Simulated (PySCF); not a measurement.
Bonds (- single, = double, # triple, : aromatic): O1=C2 1.200 Å, C2-C3 1.509 Å, C3-C4 1.510 Å, C4-F5 1.349 Å, C4-F6 1.355 Å. C2 carries H7; C3 carries H8, H9; C4 carries H10.

Geometry: PBE0-D3(BJ)/def2-SVP; GIAO absolute shieldings from PySCF 2.14, gas phase, non-relativistic, averaged over equivalent atoms.

At PBE0/pcSseg-1 (122 basis functions, 8.3 s wall time on 1 thread of an Arm Neoverse V1, shared host):
```json
{"atoms": "O1", "σ (ppm)": "-414.5"}
{"atoms": "C2", "σ (ppm)": "-16.4"}
{"atoms": "C4", "σ (ppm)": "67.9"}
{"atoms": "C3", "σ (ppm)": "132.1"}
{"atoms": "F5/F6", "σ (ppm)": "305.8"}
{"atoms": "H7", "σ (ppm)": "21.53"}
{"atoms": "H10", "σ (ppm)": "25.42"}
{"atoms": "H8/H9", "σ (ppm)": "28.68"}
```

Estimate the result of repeating the calculation with B97-2/pcSseg-2.

Results:


```csv
atoms,σ at B97-2/pcSseg-2,change
O1,-373.0,+41.5
C2,-19.5,-3.1
C4,64.3,-3.6
C3,130.6,-1.5
F5/F6,304.0,-1.8
H7,21.43,-0.10
H10,25.51,+0.09
H8/H9,28.72,+0.04
```

The largest change is at O1 (aldehyde oxygen). Cost: 272 basis functions, 28 s wall time on 1 thread of an Arm Neoverse V1, shared host. The order of the carbon signals is the same at both levels.
